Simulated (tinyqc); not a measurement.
UHF in the sto-3g basis, for LiH, spin multiplicity 3, step by step (part 1 of 3). Computed by tinyqc, a small Python program that keeps every step (integrals from PySCF). Settings: charge = 0, multiplicity = 3, basis = sto-3g, energy threshold = 1e-09, iteration cap = 78, orthogonalisation = symmetric, start = core, DIIS depth = 0, damping = 0.3, method = UHF. Command: `OMP_NUM_THREADS=1 python tinyqc.py 23649 23650 out.jsonl` (the two numbers bound the seeds that draw the settings). One thread of a shared host (Intel(R) Xeon(R) Processor @ 2.60GHz), about 0.1 s of CPU time with the checks. Later iterations appear only in the table of the cycle.

## One-electron integrals

Geometry (angstrom):
```
atom         x         y         z
Li    0.000000  0.000000  0.000000
H     0.000000  0.000000  2.685000
```

Basis sto-3g: exponents (1/bohr^2) and contraction coefficients of normalised primitives:
```
element  l (shell)   exponent  coefficient
Li           s (1)  16.119575     0.154329
Li           s (1)   2.936201     0.535328
Li           s (1)   0.794651     0.444635
Li           s (2)   0.636290    -0.099967
Li           s (2)   0.147860     0.399513
Li           s (2)   0.048089     0.700115
Li           p (3)   0.636290     0.155916
Li           p (3)   0.147860     0.607684
Li           p (3)   0.048089     0.391957
H            s (1)   3.425251     0.154329
H            s (1)   0.623914     0.535328
H            s (1)   0.168855     0.444635
```

Overlap, kinetic and nuclear-attraction integrals over the contracted functions; the nuclear repulsion is the sum of Za Zb / Rab.

nuclear repulsion = 0.59125945 hartree

overlap S, order 1Li 1s, 1Li 2s, 1Li 2px, 1Li 2py, 1Li 2pz, 2H 1s:
$$\begin{pmatrix}
1.000000 & 0.241137 & 0.000000 & 0.000000 & 0.000000 & 0.004941 \\
0.241137 & 1.000000 & 0.000000 & 0.000000 & 0.000000 & 0.166959 \\
0.000000 & 0.000000 & 1.000000 & 0.000000 & 0.000000 & 0.000000 \\
0.000000 & 0.000000 & 0.000000 & 1.000000 & 0.000000 & 0.000000 \\
0.000000 & 0.000000 & 0.000000 & 0.000000 & 1.000000 & 0.254283 \\
0.004941 & 0.166959 & 0.000000 & 0.000000 & 0.254283 & 1.000000
\end{pmatrix}$$

kinetic energy T (hartree), order 1Li 1s, 1Li 2s, 1Li 2px, 1Li 2py, 1Li 2pz, 2H 1s:
$$\begin{pmatrix}
3.576786 & -0.020237 & 0.000000 & 0.000000 & 0.000000 & -0.003341 \\
-0.020237 & 0.102163 & 0.000000 & 0.000000 & 0.000000 & 0.000909 \\
0.000000 & 0.000000 & 0.319682 & 0.000000 & 0.000000 & 0.000000 \\
0.000000 & 0.000000 & 0.000000 & 0.319682 & 0.000000 & 0.000000 \\
0.000000 & 0.000000 & 0.000000 & 0.000000 & 0.319682 & 0.015801 \\
-0.003341 & 0.000909 & 0.000000 & 0.000000 & 0.015801 & 0.760032
\end{pmatrix}$$

nuclear attraction V (hartree), order 1Li 1s, 1Li 2s, 1Li 2px, 1Li 2py, 1Li 2pz, 2H 1s:
$$\begin{pmatrix}
-8.179968 & -1.011868 & 0.000000 & 0.000000 & -0.005719 & -0.018513 \\
-1.011868 & -1.401357 & 0.000000 & 0.000000 & -0.065206 & -0.231184 \\
0.000000 & 0.000000 & -1.376658 & 0.000000 & 0.000000 & 0.000000 \\
0.000000 & 0.000000 & 0.000000 & -1.376658 & 0.000000 & 0.000000 \\
-0.005719 & -0.065206 & 0.000000 & 0.000000 & -1.421363 & -0.354838 \\
-0.018513 & -0.231184 & 0.000000 & 0.000000 & -0.354838 & -1.817870
\end{pmatrix}$$

core Hamiltonian H = T + V (hartree), order 1Li 1s, 1Li 2s, 1Li 2px, 1Li 2py, 1Li 2pz, 2H 1s:
$$\begin{pmatrix}
-4.603181 & -1.032105 & 0.000000 & 0.000000 & -0.005719 & -0.021854 \\
-1.032105 & -1.299194 & 0.000000 & 0.000000 & -0.065206 & -0.230274 \\
0.000000 & 0.000000 & -1.056977 & 0.000000 & 0.000000 & 0.000000 \\
0.000000 & 0.000000 & 0.000000 & -1.056977 & 0.000000 & 0.000000 \\
-0.005719 & -0.065206 & 0.000000 & 0.000000 & -1.101681 & -0.339037 \\
-0.021854 & -0.230274 & 0.000000 & 0.000000 & -0.339037 & -1.057838
\end{pmatrix}$$

## Two-electron integrals

Functions are numbered as in S; the eight-fold symmetry (ij|kl) = (ji|kl) = (kl|ij) leaves the list below.

Two-electron integrals (ij|kl) in chemists' order, unique and non-zero (hartree):
```
(11|11) 1.680395   (21|11) 0.265420   (21|21) 0.049941   (22|11) 0.397727
(22|21) 0.092860   (22|22) 0.290562   (31|31) 0.008981   (32|31) 0.013788
(32|32) 0.064184   (33|11) 0.396640   (33|21) 0.092880   (33|22) 0.290497
(33|33) 0.312946   (41|41) 0.008981   (42|41) 0.013788   (42|42) 0.064184
(43|43) 0.016869   (44|11) 0.396640   (44|21) 0.092880   (44|22) 0.290497
(44|33) 0.279207   (44|44) 0.312946   (51|51) 0.008981   (52|51) 0.013788
(52|52) 0.064184   (53|53) 0.016869   (54|54) 0.016869   (55|11) 0.396640
(55|21) 0.092880   (55|22) 0.290497   (55|33) 0.279207   (55|44) 0.279207
(55|55) 0.312946   (61|11) 0.004896   (61|21) 0.000948   (61|22) 0.001872
(61|33) 0.001842   (61|44) 0.001842   (61|51) 0.000148   (61|52) 0.000298
(61|55) 0.001934   (61|61) 0.000021   (62|11) 0.041805   (62|21) 0.010024
(62|22) 0.037777   (62|33) 0.035494   (62|44) 0.035494   (62|51) 0.001414
(62|52) 0.011980   (62|55) 0.042301   (62|61) 0.000245   (62|62) 0.012237
(63|31) 0.000398   (63|32) 0.002591   (63|53) 0.001340   (63|63) 0.000462
(64|41) 0.000398   (64|42) 0.002591   (64|54) 0.001340   (64|64) 0.000462
(65|11) 0.061663   (65|21) 0.014824   (65|22) 0.056649   (65|33) 0.052907
(65|44) 0.052907   (65|51) 0.002177   (65|52) 0.018672   (65|55) 0.064071
(65|61) 0.000367   (65|62) 0.019218   (65|65) 0.030246   (66|11) 0.197084
(66|21) 0.047522   (66|22) 0.193117   (66|33) 0.179303   (66|44) 0.179303
(66|51) 0.005715   (66|52) 0.063010   (66|55) 0.220436   (66|61) 0.001144
(66|62) 0.086253   (66|65) 0.137441   (66|66) 0.774606
```

## Orthogonalisation

S = U s U^T; symmetric (Loewdin) form X = U s^(-1/2) U^T, so that X^T S X = 1.

eigenvalues of S: [0.657121, 0.820057, 1.000000, 1.000000, 1.175399, 1.347423]

X, order 1Li 1s, 1Li 2s, 1Li 2px, 1Li 2py, 1Li 2pz, 2H 1s:
$$\begin{pmatrix}
1.023170 & -0.127279 & 0.000000 & 0.000000 & -0.003094 & 0.014216 \\
-0.127279 & 1.034891 & 0.000000 & 0.000000 & 0.017760 & -0.091686 \\
0.000000 & 0.000000 & 1.000000 & 0.000000 & 0.000000 & 0.000000 \\
0.000000 & 0.000000 & 0.000000 & 1.000000 & 0.000000 & 0.000000 \\
-0.003094 & 0.017760 & 0.000000 & 0.000000 & 1.026042 & -0.135171 \\
0.014216 & -0.091686 & 0.000000 & 0.000000 & -0.135171 & 1.037643
\end{pmatrix}$$

## Starting guess

The start is the orbitals of the core Hamiltonian; D(s) = C_occ C_occ^T for each spin.

D(alpha) at the start, order 1Li 1s, 1Li 2s, 1Li 2px, 1Li 2py, 1Li 2pz, 2H 1s:
$$\begin{pmatrix}
1.062826 & -0.260869 & 0.000000 & 0.000000 & 0.003878 & 0.021005 \\
-0.260869 & 1.083067 & 0.000000 & 0.000000 & -0.026527 & -0.086802 \\
0.000000 & 0.000000 & 0.000000 & 0.000000 & 0.000000 & 0.000000 \\
0.000000 & 0.000000 & 0.000000 & 0.000000 & 0.000000 & 0.000000 \\
0.003878 & -0.026527 & 0.000000 & 0.000000 & 0.622993 & 0.353853 \\
0.021005 & -0.086802 & 0.000000 & 0.000000 & 0.353853 & 0.205743
\end{pmatrix}$$

D(beta) at the start, order 1Li 1s, 1Li 2s, 1Li 2px, 1Li 2py, 1Li 2pz, 2H 1s:
$$\begin{pmatrix}
1.011207 & -0.024507 & 0.000000 & 0.000000 & 0.000394 & 0.003372 \\
-0.024507 & 0.000594 & 0.000000 & 0.000000 & -0.000010 & -0.000082 \\
0.000000 & 0.000000 & 0.000000 & 0.000000 & 0.000000 & 0.000000 \\
0.000000 & 0.000000 & 0.000000 & 0.000000 & 0.000000 & 0.000000 \\
0.000394 & -0.000010 & 0.000000 & 0.000000 & 0.000000 & 0.000001 \\
0.003372 & -0.000082 & 0.000000 & 0.000000 & 0.000001 & 0.000011
\end{pmatrix}$$

## Iteration 1: building the Fock matrix

J_ij = sum D_kl (ij|kl) with D = D(alpha) + D(beta), K_ij = sum D_kl (ik|jl) for each spin; F = H + J - K(s); E = tr D H + tr D J / 2 - 0.5 sum_s tr D(s) K(s) + E_nn.

Coulomb J (hartree), order 1Li 1s, 1Li 2s, 1Li 2px, 1Li 2py, 1Li 2pz, 2H 1s:
$$\begin{pmatrix}
4.088975 & 0.699052 & 0.000000 & 0.000000 & 0.001823 & 0.013285 \\
0.699052 & 1.341100 & 0.000000 & 0.000000 & 0.020823 & 0.176884 \\
0.000000 & 0.000000 & 1.326634 & 0.000000 & 0.000000 & 0.000000 \\
0.000000 & 0.000000 & 0.000000 & 1.326634 & 0.000000 & 0.000000 \\
0.001823 & 0.020823 & 0.000000 & 0.000000 & 1.362839 & 0.266125 \\
0.013285 & 0.176884 & 0.000000 & 0.000000 & 0.266125 & 0.966658
\end{pmatrix}$$

exchange K(alpha) (hartree), order 1Li 1s, 1Li 2s, 1Li 2px, 1Li 2py, 1Li 2pz, 2H 1s:
$$\begin{pmatrix}
1.707323 & 0.274998 & 0.000000 & 0.000000 & 0.000259 & 0.008453 \\
0.274998 & 0.364175 & 0.000000 & 0.000000 & 0.010918 & 0.078712 \\
0.000000 & 0.000000 & 0.082988 & 0.000000 & 0.000000 & 0.000000 \\
0.000000 & 0.000000 & 0.000000 & 0.082988 & 0.000000 & 0.000000 \\
0.000259 & 0.010918 & 0.000000 & 0.000000 & 0.315247 & 0.160973 \\
0.008453 & 0.078712 & 0.000000 & 0.000000 & 0.160973 & 0.272686
\end{pmatrix}$$

exchange K(beta) (hartree), order 1Li 1s, 1Li 2s, 1Li 2px, 1Li 2py, 1Li 2pz, 2H 1s:
$$\begin{pmatrix}
1.686281 & 0.257622 & 0.000000 & 0.000000 & 0.000366 & 0.004594 \\
0.257622 & 0.046184 & 0.000000 & 0.000000 & 0.000088 & 0.000841 \\
0.000000 & 0.000000 & 0.008447 & 0.000000 & 0.000000 & 0.000000 \\
0.000000 & 0.000000 & 0.000000 & 0.008447 & 0.000000 & 0.000000 \\
0.000366 & 0.000088 & 0.000000 & 0.000000 & 0.008456 & 0.000131 \\
0.004594 & 0.000841 & 0.000000 & 0.000000 & 0.000131 & 0.000019
\end{pmatrix}$$

F(alpha) (hartree), order 1Li 1s, 1Li 2s, 1Li 2px, 1Li 2py, 1Li 2pz, 2H 1s:
$$\begin{pmatrix}
-2.221529 & -0.608051 & 0.000000 & 0.000000 & -0.004155 & -0.017023 \\
-0.608051 & -0.322269 & 0.000000 & 0.000000 & -0.055301 & -0.132102 \\
0.000000 & 0.000000 & 0.186669 & 0.000000 & 0.000000 & 0.000000 \\
0.000000 & 0.000000 & 0.000000 & 0.186669 & 0.000000 & 0.000000 \\
-0.004155 & -0.055301 & 0.000000 & 0.000000 & -0.054090 & -0.233885 \\
-0.017023 & -0.132102 & 0.000000 & 0.000000 & -0.233885 & -0.363867
\end{pmatrix}$$

F(beta) (hartree), order 1Li 1s, 1Li 2s, 1Li 2px, 1Li 2py, 1Li 2pz, 2H 1s:
$$\begin{pmatrix}
-2.200487 & -0.590675 & 0.000000 & 0.000000 & -0.004262 & -0.013163 \\
-0.590675 & -0.004278 & 0.000000 & 0.000000 & -0.044471 & -0.054231 \\
0.000000 & 0.000000 & 0.261210 & 0.000000 & 0.000000 & 0.000000 \\
0.000000 & 0.000000 & 0.000000 & 0.261210 & 0.000000 & 0.000000 \\
-0.004262 & -0.044471 & 0.000000 & 0.000000 & 0.252701 & -0.073043 \\
-0.013163 & -0.054231 & 0.000000 & 0.000000 & -0.073043 & -0.091199
\end{pmatrix}$$

total energy of this density = -7.56157694 hartree

This density is the starting one.

## Iteration 1: diagonalisation and new density

Diagonalise F' = X^T F X, C = X C', fill 3 alpha and 1 beta electrons from the bottom; D(s) = C_occ C_occ^T; the new density keeps 0.3 of the old one (damping). Each column has its largest component positive (the first on a tie).

F' = X^T F X (alpha) (hartree):
$$\begin{pmatrix}
-2.172605 & -0.323223 & 0.000000 & 0.000000 & -0.003254 & 0.017030 \\
-0.323223 & -0.200609 & 0.000000 & 0.000000 & -0.026206 & -0.086850 \\
0.000000 & 0.000000 & 0.186669 & 0.000000 & 0.000000 & 0.000000 \\
0.000000 & 0.000000 & 0.000000 & 0.186669 & 0.000000 & 0.000000 \\
-0.003254 & -0.026206 & 0.000000 & 0.000000 & -0.000142 & -0.193160 \\
0.017030 & -0.086850 & 0.000000 & 0.000000 & -0.193160 & -0.305450
\end{pmatrix}$$

orbital energies (alpha) (hartree): MO1 -2.224259, MO2 -0.428455, MO3 -0.120612, MO4 0.094520, MO5 0.186669, MO6 0.186669

coefficients C (alpha), order 1Li 1s, 1Li 2s, 1Li 2px, 1Li 2py, 1Li 2pz, 2H 1s:
$$\begin{pmatrix}
0.990258 & -0.077910 & -0.274884 & -0.032344 & 0.000000 & 0.000000 \\
0.037701 & 0.250372 & 1.007600 & 0.128669 & 0.000000 & 0.000000 \\
0.000000 & 0.000000 & 0.000000 & 0.000000 & 0.899986 & -0.435919 \\
0.000000 & 0.000000 & 0.000000 & 0.000000 & 0.435919 & 0.899986 \\
0.003194 & 0.306032 & -0.151914 & 0.977044 & 0.000000 & 0.000000 \\
-0.002207 & 0.808780 & -0.318307 & -0.590028 & 0.000000 & 0.000000
\end{pmatrix}$$

F' = X^T F X (beta) (hartree):
$$\begin{pmatrix}
-2.150067 & -0.347830 & 0.000000 & 0.000000 & -0.003502 & 0.016626 \\
-0.347830 & 0.123298 & 0.000000 & 0.000000 & -0.026431 & -0.056094 \\
0.000000 & 0.000000 & 0.261210 & 0.000000 & 0.000000 & 0.000000 \\
0.000000 & 0.000000 & 0.000000 & 0.261210 & 0.000000 & 0.000000 \\
-0.003502 & -0.026431 & 0.000000 & 0.000000 & 0.283326 & -0.098947 \\
0.016626 & -0.056094 & 0.000000 & 0.000000 & -0.098947 & -0.063184
\end{pmatrix}$$

orbital energies (beta) (hartree): MO1 -2.202146, MO2 -0.103485, MO3 0.188599, MO4 0.261210, MO5 0.261210, MO6 0.310406

coefficients C (beta), order 1Li 1s, 1Li 2s, 1Li 2px, 1Li 2py, 1Li 2pz, 2H 1s:
$$\begin{pmatrix}
0.993028 & -0.045423 & -0.273828 & 0.000000 & 0.000000 & 0.011771 \\
0.027541 & 0.146703 & 1.035289 & 0.000000 & 0.000000 & -0.042649 \\
0.000000 & 0.000000 & 0.000000 & 0.386520 & 0.922281 & 0.000000 \\
0.000000 & 0.000000 & 0.000000 & 0.922281 & -0.386520 & 0.000000 \\
0.002956 & 0.138762 & 0.070120 & 0.000000 & 0.000000 & 1.023317 \\
-0.003697 & 0.922241 & -0.333703 & 0.000000 & 0.000000 & -0.376408
\end{pmatrix}$$

D(alpha) after iteration 1, order 1Li 1s, 1Li 2s, 1Li 2px, 1Li 2py, 1Li 2pz, 2H 1s:
$$\begin{pmatrix}
1.062417 & -0.259662 & 0.000000 & 0.000000 & 0.015918 & 0.021911 \\
-0.259662 & 1.080476 & 0.000000 & 0.000000 & -0.061386 & -0.108860 \\
0.000000 & 0.000000 & 0.000000 & 0.000000 & 0.000000 & 0.000000 \\
0.000000 & 0.000000 & 0.000000 & 0.000000 & 0.000000 & 0.000000 \\
0.015918 & -0.061386 & 0.000000 & 0.000000 & 0.268618 & 0.313258 \\
0.021911 & -0.108860 & 0.000000 & 0.000000 & 0.313258 & 0.590537
\end{pmatrix}$$

D(beta) after iteration 1, order 1Li 1s, 1Li 2s, 1Li 2px, 1Li 2py, 1Li 2pz, 2H 1s:
$$\begin{pmatrix}
0.993636 & 0.011792 & 0.000000 & 0.000000 & 0.002173 & -0.001559 \\
0.011792 & 0.000709 & 0.000000 & 0.000000 & 0.000054 & -0.000096 \\
0.000000 & 0.000000 & 0.000000 & 0.000000 & 0.000000 & 0.000000 \\
0.000000 & 0.000000 & 0.000000 & 0.000000 & 0.000000 & 0.000000 \\
0.002173 & 0.000054 & 0.000000 & 0.000000 & 0.000006 & -0.000007 \\
-0.001559 & -0.000096 & 0.000000 & 0.000000 & -0.000007 & 0.000013
\end{pmatrix}$$

Within a degenerate level the vectors are fixed only up to a rotation; this is one choice.

## Iteration 2: building the Fock matrix

As before.

Coulomb J (hartree), order 1Li 1s, 1Li 2s, 1Li 2px, 1Li 2py, 1Li 2pz, 2H 1s:
$$\begin{pmatrix}
4.006075 & 0.681515 & 0.000000 & 0.000000 & 0.003071 & 0.012960 \\
0.681515 & 1.305280 & 0.000000 & 0.000000 & 0.038936 & 0.192092 \\
0.000000 & 0.000000 & 1.289924 & 0.000000 & 0.000000 & 0.000000 \\
0.000000 & 0.000000 & 0.000000 & 1.289924 & 0.000000 & 0.000000 \\
0.003071 & 0.038936 & 0.000000 & 0.000000 & 1.328794 & 0.291623 \\
0.012960 & 0.192092 & 0.000000 & 0.000000 & 0.291623 & 1.166945
\end{pmatrix}$$

exchange K(alpha) (hartree), order 1Li 1s, 1Li 2s, 1Li 2px, 1Li 2py, 1Li 2pz, 2H 1s:
$$\begin{pmatrix}
1.703928 & 0.270105 & 0.000000 & 0.000000 & 0.001122 & 0.007201 \\
0.270105 & 0.342968 & 0.000000 & 0.000000 & 0.003259 & 0.095166 \\
0.000000 & 0.000000 & 0.076828 & 0.000000 & 0.000000 & 0.000000 \\
0.000000 & 0.000000 & 0.000000 & 0.076828 & 0.000000 & 0.000000 \\
0.001122 & 0.003259 & 0.000000 & 0.000000 & 0.209827 & 0.177064 \\
0.007201 & 0.095166 & 0.000000 & 0.000000 & 0.177064 & 0.543708
\end{pmatrix}$$

exchange K(beta) (hartree), order 1Li 1s, 1Li 2s, 1Li 2px, 1Li 2py, 1Li 2pz, 2H 1s:
$$\begin{pmatrix}
1.675981 & 0.269008 & 0.000000 & 0.000000 & 0.000789 & 0.005199 \\
0.269008 & 0.051982 & 0.000000 & 0.000000 & 0.000219 & 0.001053 \\
0.000000 & 0.000000 & 0.009293 & 0.000000 & 0.000000 & 0.000000 \\
0.000000 & 0.000000 & 0.000000 & 0.009293 & 0.000000 & 0.000000 \\
0.000789 & 0.000219 & 0.000000 & 0.000000 & 0.009286 & 0.000171 \\
0.005199 & 0.001053 & 0.000000 & 0.000000 & 0.000171 & 0.000027
\end{pmatrix}$$

F(alpha) (hartree), order 1Li 1s, 1Li 2s, 1Li 2px, 1Li 2py, 1Li 2pz, 2H 1s:
$$\begin{pmatrix}
-2.301034 & -0.620695 & 0.000000 & 0.000000 & -0.003770 & -0.016095 \\
-0.620695 & -0.336882 & 0.000000 & 0.000000 & -0.029529 & -0.133347 \\
0.000000 & 0.000000 & 0.156119 & 0.000000 & 0.000000 & 0.000000 \\
0.000000 & 0.000000 & 0.000000 & 0.156119 & 0.000000 & 0.000000 \\
-0.003770 & -0.029529 & 0.000000 & 0.000000 & 0.017285 & -0.224478 \\
-0.016095 & -0.133347 & 0.000000 & 0.000000 & -0.224478 & -0.434600
\end{pmatrix}$$

F(beta) (hartree), order 1Li 1s, 1Li 2s, 1Li 2px, 1Li 2py, 1Li 2pz, 2H 1s:
$$\begin{pmatrix}
-2.273087 & -0.619599 & 0.000000 & 0.000000 & -0.003438 & -0.014093 \\
-0.619599 & -0.045896 & 0.000000 & 0.000000 & -0.026489 & -0.039234 \\
0.000000 & 0.000000 & 0.223654 & 0.000000 & 0.000000 & 0.000000 \\
0.000000 & 0.000000 & 0.000000 & 0.223654 & 0.000000 & 0.000000 \\
-0.003438 & -0.026489 & 0.000000 & 0.000000 & 0.217827 & -0.047584 \\
-0.014093 & -0.039234 & 0.000000 & 0.000000 & -0.047584 & 0.109080
\end{pmatrix}$$

total energy of this density = -7.68560074 hartree

This density is a damped mixture and is not idempotent.

## Iteration 2: diagonalisation and new density

As before.

F' = X^T F X (alpha) (hartree):
$$\begin{pmatrix}
-2.252746 & -0.324698 & 0.000000 & 0.000000 & -0.006266 & 0.017398 \\
-0.324698 & -0.213617 & 0.000000 & 0.000000 & 0.000595 & -0.083916 \\
0.000000 & 0.000000 & 0.156119 & 0.000000 & 0.000000 & 0.000000 \\
0.000000 & 0.000000 & 0.000000 & 0.156119 & 0.000000 & 0.000000 \\
-0.006266 & 0.000595 & 0.000000 & 0.000000 & 0.072037 & -0.185454 \\
0.017398 & -0.083916 & 0.000000 & 0.000000 & -0.185454 & -0.382148
\end{pmatrix}$$

orbital energies (alpha) (hartree): MO1 -2.303224, MO2 -0.469312, MO3 -0.145207, MO4 0.141269, MO5 0.156119, MO6 0.156119

coefficients C (alpha), order 1Li 1s, 1Li 2s, 1Li 2px, 1Li 2py, 1Li 2pz, 2H 1s:
$$\begin{pmatrix}
0.991476 & -0.058786 & -0.274289 & -0.039677 & 0.000000 & 0.000000 \\
0.033275 & 0.186679 & 1.017824 & 0.154920 & 0.000000 & 0.000000 \\
0.000000 & 0.000000 & 0.000000 & 0.000000 & 0.178770 & 0.983891 \\
0.000000 & 0.000000 & 0.000000 & 0.000000 & 0.983891 & -0.178770 \\
0.002414 & 0.201822 & -0.141580 & 1.005274 & 0.000000 & 0.000000 \\
-0.002438 & 0.883728 & -0.277396 & -0.495632 & 0.000000 & 0.000000
\end{pmatrix}$$

F' = X^T F X (beta) (hartree):
$$\begin{pmatrix}
-2.219246 & -0.363832 & 0.000000 & 0.000000 & -0.004702 & 0.017872 \\
-0.363832 & 0.084548 & 0.000000 & 0.000000 & -0.010822 & -0.057139 \\
0.000000 & 0.000000 & 0.223654 & 0.000000 & 0.000000 & 0.000000 \\
0.000000 & 0.000000 & 0.000000 & 0.223654 & 0.000000 & 0.000000 \\
-0.004702 & -0.010822 & 0.000000 & 0.000000 & 0.243777 & -0.095832 \\
0.017872 & -0.057139 & 0.000000 & 0.000000 & -0.095832 & 0.141951
\end{pmatrix}$$

orbital energies (beta) (hartree): MO1 -2.275386, MO2 0.049406, MO3 0.172376, MO4 0.223654, MO5 0.223654, MO6 0.304634

coefficients C (beta), order 1Li 1s, 1Li 2s, 1Li 2px, 1Li 2py, 1Li 2pz, 2H 1s:
$$\begin{pmatrix}
0.991783 & -0.138002 & -0.239988 & 0.000000 & 0.000000 & -0.054924 \\
0.032187 & 0.490485 & 0.898901 & 0.000000 & 0.000000 & 0.215145 \\
0.000000 & 0.000000 & 0.000000 & 0.132614 & 0.991168 & 0.000000 \\
0.000000 & 0.000000 & 0.000000 & 0.991168 & -0.132614 & 0.000000 \\
0.002558 & 0.315391 & -0.338820 & 0.000000 & 0.000000 & 0.925786 \\
-0.003982 & 0.675016 & -0.419891 & 0.000000 & 0.000000 & -0.686739
\end{pmatrix}$$

D(alpha) after iteration 2, order 1Li 1s, 1Li 2s, 1Li 2px, 1Li 2py, 1Li 2pz, 2H 1s:
$$\begin{pmatrix}
1.061925 & -0.257911 & 0.000000 & 0.000000 & 0.025329 & 0.021776 \\
-0.257911 & 1.074488 & 0.000000 & 0.000000 & -0.092859 & -0.114872 \\
0.000000 & 0.000000 & 0.000000 & 0.000000 & 0.000000 & 0.000000 \\
0.000000 & 0.000000 & 0.000000 & 0.000000 & 0.000000 & 0.000000 \\
0.025329 & -0.092859 & 0.000000 & 0.000000 & 0.123133 & 0.246314 \\
0.021776 & -0.114872 & 0.000000 & 0.000000 & 0.246314 & 0.777713
\end{pmatrix}$$

D(beta) after iteration 2, order 1Li 1s, 1Li 2s, 1Li 2px, 1Li 2py, 1Li 2pz, 2H 1s:
$$\begin{pmatrix}
0.986634 & 0.025884 & 0.000000 & 0.000000 & 0.002428 & -0.003232 \\
0.025884 & 0.000938 & 0.000000 & 0.000000 & 0.000074 & -0.000118 \\
0.000000 & 0.000000 & 0.000000 & 0.000000 & 0.000000 & 0.000000 \\
0.000000 & 0.000000 & 0.000000 & 0.000000 & 0.000000 & 0.000000 \\
0.002428 & 0.000074 & 0.000000 & 0.000000 & 0.000006 & -0.000009 \\
-0.003232 & -0.000118 & 0.000000 & 0.000000 & -0.000009 & 0.000015
\end{pmatrix}$$

Within a degenerate level the vectors are fixed only up to a rotation; this is one choice.
